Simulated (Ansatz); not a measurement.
What does this script print? It uses Ansatz 0.2.0 through its Python package.

The script, `c3h7ns_conformers.py`:
```python
"""Conformer energies of C3H7NS."""

import ansatz
from rdkit import Chem
from rdkit.Chem import AllChem

SETTINGS = {
    "basis_set": "cc-pVDZ",
    "functional": "B3LYP",
}

rd = Chem.AddHs(Chem.MolFromSmiles("CC(N)=CS"))
ids = list(AllChem.EmbedMultipleConfs(rd, numConfs=20, randomSeed=759, pruneRmsThresh=0.4))
field = [energy for _, energy in AllChem.MMFFOptimizeMoleculeConfs(rd)]
distinct = {round(e, 2): i for i, e in zip(ids, field)}
chosen = sorted(distinct.items())[:5]
found = []
for force_field, index in chosen:
    geometry = ansatz.Crystal.molecule()
    for atom, xyz in zip(rd.GetAtoms(), rd.GetConformer(index).GetPositions()):
        geometry = geometry.atom(atom.GetSymbol(), xyz.round(5).tolist())
    base = geometry.calculation().basis(gaussian=SETTINGS["basis_set"]).functional(SETTINGS["functional"])
    found.append(base.run().report["free_energy_ev"])
print("conformer   MMFF (kcal/mol)   this level (kJ/mol)")
for (force_field, index), e in zip(chosen, found):
    print(f"{index:9d} {force_field - chosen[0][0]:17.2f} {96.485332 * (e - min(found)):17.3f}")
```

```console
$ python c3h7ns_conformers.py
conformer   MMFF (kcal/mol)   this level (kJ/mol)
        1              0.00             0.000
        0              3.87            10.698
```

Reading the output:
- The conformers keep their force-field geometries.
- b3lyp holds the VWN-RPA fit, as in Gaussian; the form of ORCA and Turbomole is b3lyp5.
- It ran for 9.7 s on 1 thread of Arm Neoverse V1 (shared host), peak memory 0.34 GiB.
